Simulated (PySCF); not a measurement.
Some computed properties have been withheld. Give your best values.

Species: silylidenephosphane, H₃PSi.
SMILES: `[SiH2]=P`

```tsv
property	level	value
point group of the GFN2-xTB geometry	GFN2-xTB	?
rotational constants A, B, C of the GFN2-xTB geometry	GFN2-xTB	109.092, 6.920, 6.508 GHz
dipole moment	CAM-B3LYP/def2-SVPD	?
HOMO energy	CAM-B3LYP/def2-SVPD	?
LUMO energy	CAM-B3LYP/def2-SVPD	?
lowest singlet excitation	TDDFT CAM-B3LYP/def2-SVPD	?
lowest triplet excitation (Tamm–Dancoff)	TDA CAM-B3LYP/def2-SVPD	?
static isotropic polarisability	CAM-B3LYP/def2-SVPD	?
electronic spatial extent ⟨r²⟩ about the centre of nuclear charge	CAM-B3LYP/def2-SVPD	223 bohr²
```

Electronic properties: PySCF, gas phase, density fitting.

What is the HOMO energy?

-7.92 eV.

What is the static isotropic polarisability?

60.3 au.

What is the lowest triplet excitation (Tamm–Dancoff)?

2.14 eV.

The LUMO energy?

-1.15 eV.

Give the point group of the GFN2-xTB geometry.

Cs.

The dipole moment?

1.72 D.

The lowest singlet excitation?

4.24 eV (292 nm, f = 0.149).

The polarisability is 8.93 Å³ as a volume (1 au = 0.148185 Å³), or 1.88 au for each of the 32 electrons. A dipole of 1.72 D is allowed in Cs, and pure rotational transitions are dipole-allowed. No computed singlet falls in the visible range (750 to 380 nm, 1.65 to 3.26 eV); S1 lies 0.98 eV above its blue end. With B = h/(8π²I), that is 505.379 GHz u Å² over I, the principal moments of inertia are 4.63, 73.0 and 77.7 u Å² (most abundant isotopes). The rotational constants make it an asymmetric top with κ = (2B − A − C)/(A − C) = -0.99, nearer the prolate limit (−1).
